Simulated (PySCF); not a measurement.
A PySCF script (with the pyscf-properties extension) for the NMR shieldings of SMILES F[C]F, CF2, on a GFN2-xTB geometry:

```python
import basis_set_exchange as bse
import numpy as np
from pyscf import gto, dft
from pyscf.prop import nmr

atoms = """
F    -1.031113   -0.269418   -0.002426
C     0.000792    0.524043   -0.011453
F     1.041802   -0.257163    0.001326
"""
names = dict.fromkeys(["F", "C"], "pcSseg-1")
basis = {el: gto.basis.parse(bse.get_basis(n, elements=[el], fmt="nwchem")) for el, n in names.items()}
mol = gto.M(atom=atoms, basis=basis, charge=0, verbose=0)
mf = dft.RKS(mol, xc="PBE0")
mf.grids.level = 2
mf.grids.alignment = dft.numint.BLKSIZE   # the property module wants whole blocks of grid points
mf.conv_tol = 1e-9
mf.kernel()

calc = nmr.RKS(mf)   # GIAO
C = mf.mo_coeff
Co = C[:, mf.mo_occ > 0]
resp = mf.gen_response(singlet=True, hermi=2)
def vind(x):   # induced exchange potential for any number of trial vectors
    d = np.einsum("pi,xij,qj->xpq", C, 2 * x.reshape(-1, C.shape[1], Co.shape[1]), Co, optimize=True)
    return np.einsum("xpq,pi,qj->xij", resp(d - d.transpose(0, 2, 1)), C, Co, optimize=True).ravel()
mo1, _ = nmr.rhf.solve_mo1(calc, with_cphf=vind)
sigma = calc.kernel(mo1)
for i, s in enumerate(sigma):   # ppm
    w = np.linalg.eigvalsh((s + s.T) / 2)
    print("%2d %-2s iso %8.1f  s11 %8.1f  s22 %8.1f  s33 %8.1f" % (i, mol.atom_pure_symbol(i), w.mean(), *w))
```

Task: What does it print?

Result: 
```
 0 F  iso    -83.0  s11   -584.9  s22     80.6  s33    255.3
 1 C  iso   -142.8  s11   -471.2  s22     15.8  s33     27.0
 2 F  iso    -83.0  s11   -584.8  s22     80.5  s33    255.3
```

These numbers come from an equivalent density-fitted implementation of the same equations, which agrees with the script to about 0.01 ppm for H and up to a few tenths of a ppm for heavy atoms, so last digits may differ.

Task: Turn these shieldings into chemical shifts. Chemical shifts δ = σref − σ; $^{19}$F (170.95 ppm) vs CFCl3; $^{13}$C (186.93 ppm) vs TMS, all at this level.

Result: Averaging equivalent atoms: F 0/2: 253.9; C 1: 329.7 ppm. Unscaled 19F shifts against computed CFCl3 carry errors that often reach 10 to 50 ppm.

Size and cost of the density-fitted run: 51 basis functions, 1.3 s wall time on 1 thread of an x86-64 server CPU, shared host.
